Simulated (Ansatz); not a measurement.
Crystal: Fe$_{2}$O$_{5}$, cubic X2O5 type, 14 atoms in the cell.

Space group Pn-3m, simple cubic cell, positions in fractions of the edge: Fe (0 0 0), (0.5 0.5 0), (0.5 0 0.5), (0 0.5 0.5); O (0.5 0 0), (0 0.5 0), (0 0 0.5), (0.5 0.5 0.5), (0.75 0.75 0.25), (0.75 0.25 0.75), (0.25 0.75 0.75), (0.75 0.25 0.25), (0.25 0.75 0.25), (0.25 0.25 0.75).

All numbers below come from PBE, plane waves, PAW datasets (generated soft set 1) (Ansatz 0.2.0 development build).

Cutoff 420 eV; k-mesh 22×22×22 Γ-centred; Fermi–Dirac smearing of 0.0612 eV; no spin polarisation.

The fit to the energies gives V₀ = 8.291 Å³/atom (a₀ = 4.878 Å), B₀ = 212 GPa, B₀′ = 4.55.

Question: What pressure does the program print at V = 7.955 Å³/atom, and how far above the lowest computed point (V = 8.286 Å³/atom) does the energy lie?

Answer: 9.64 GPa and 9.74 meV/atom. All points:

```json
{"V (Å³/atom)": "7.789", "a (Å)": "4.7775", "E − E(min) (meV/atom)": "22.56", "P (GPa)": "15.25"}
{"V (Å³/atom)": "7.955", "a (Å)": "4.8112", "E − E(min) (meV/atom)": "9.74", "P (GPa)": "9.64"}
{"V (Å³/atom)": "8.120", "a (Å)": "4.8443", "E − E(min) (meV/atom)": "2.41", "P (GPa)": "4.62"}
{"V (Å³/atom)": "8.286", "a (Å)": "4.8771", "E − E(min) (meV/atom)": "0.00", "P (GPa)": "0.13"}
{"V (Å³/atom)": "8.452", "a (Å)": "4.9094", "E − E(min) (meV/atom)": "1.99", "P (GPa)": "-3.89"}
{"V (Å³/atom)": "8.618", "a (Å)": "4.9413", "E − E(min) (meV/atom)": "7.91", "P (GPa)": "-7.49"}
```

The published all-electron PBE values for this crystal (mean of FLEUR and WIEN2k, k-spacing 0.06 Å⁻¹; Bosoni et al., Nat. Rev. Phys. 6, 45 (2024)) are V₀ = 8.287 Å³/atom, B₀ = 212.5 GPa, B₀′ = 4.55.

The stress includes the program's correction for the finite plane-wave basis.

This cubic structure is a model: it isn't the usual form of the substance at ambient conditions, and such phases are metastable or hypothetical. Spin polarisation is left out, and a magnetic state may lie lower.
